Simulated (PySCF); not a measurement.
**One molecule, a ladder of functionals, a line**

Molecule: `C(C)(C)Cl`, C$_{3}$H$_{7}$Cl.

Atom-mapped SMILES (the numbers label the heavy atoms): `[CH3:1][CH:2]([CH3:3])[Cl:4]` (H(Xn): hydrogen on atom n).

GIAO shieldings (ppm, equivalent atoms averaged) in PySCF on the PBE0-D3(BJ)/def2-SVP geometry, basis pcSseg-2, gas phase, non-relativistic:

| functional | exact exchange (%) | σ(C2) | σ(Cl4) |
| --- | --- | --- | --- |
| BLYP | 0 | 109.5 | 687.2 |
| BP86 | 0 | 115.3 | 704.2 |
| PBE | 0 | 115.6 | 703.8 |
| B3LYP | 20 | 116.2 | 717.9 |
| PBE0 | 25 | 123.5 | 741.6 |
| BHandHLYP | 50 | 124.8 | 758.6 |
| HF | 100 | 137.4 | 821.3 |

Q: Fit each shielding as a line in the percentage of exact exchange.

A: σ(C2) = 113.7 + 0.24 x (rms 2.5 ppm); σ(Cl4) = 699.4 + 1.23 x (rms 7.2 ppm). The functionals also differ in their semilocal parts, which the line can't hold; Hartree–Fock has no correlation at all.

Q: What does the line predict for mPW1PW91 (25 %), and what does the run give?

A: σ(C2): 119.7 predicted, 122.5 computed; σ(Cl4): 730.1 predicted, 741.0 computed ppm.
